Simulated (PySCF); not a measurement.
Species, as SMILES: O (H2O).
Geometry (B3LYP-D3(BJ)/def2-TZVP, fixed):
```xyz
3

O      0.0070     0.0013     0.1167
H     -0.0500     0.7593    -0.4742
H     -0.0062    -0.7700    -0.4592
```
Charge 0, spin multiplicity 1.

How fast the isotropic shielding of H2 converges with the basis for several methods (PySCF): deviation from each method's own reference, in ppm. References: HF 30.20 ppm, the value in pcSseg-3; PBE 30.94 ppm, the value in pcSseg-3; PBE0 30.68 ppm, the value in pcSseg-3. All functions are spherical. No added dispersion term, no relativity. GIAO; atoms are numbered in the order shown.

```tsv
basis	functions	HF	PBE	PBE0
STO-3G	7	[?]	2.93	2.99
pcSseg-0	13	[?]	1.94	2.01
6-31G*	18	[?]	1.34	1.33
pcseg-1	24	[?]	0.49	0.48
pcSseg-1	27	[?]	0.20	0.17
6-311+G**	34	[?]	0.80	0.81
def2-SVPD	39	[?]	0.39	0.43
def2-TZVPP	59	[?]	0.39	0.36
jun-cc-pV(T+d)Z	67	[?]	0.25	0.25
cc-pVQZ	115	[?]	0.20	0.17
def2-QZVPPD	132	[?]	0.10	0.10
aug-pcseg-3	183	[?]	0.02	0.02
```

### Question
Complete the blanks.

### Answer

- STO-3G, HF: 3.29
- pcSseg-0, HF: 2.28
- 6-31G*, HF: 1.40
- pcseg-1, HF: 0.54
- pcSseg-1, HF: 0.13
- 6-311+G**, HF: 0.83
- def2-SVPD, HF: 0.53
- def2-TZVPP, HF: 0.34
- jun-cc-pV(T+d)Z, HF: 0.27
- cc-pVQZ, HF: 0.14
- def2-QZVPPD, HF: 0.11
- aug-pcseg-3, HF: 0.02

Mean absolute deviation over 6-311+G**, def2-TZVPP, jun-cc-pV(T+d)Z: PBE0 0.47, HF 0.48, PBE 0.48 ppm.
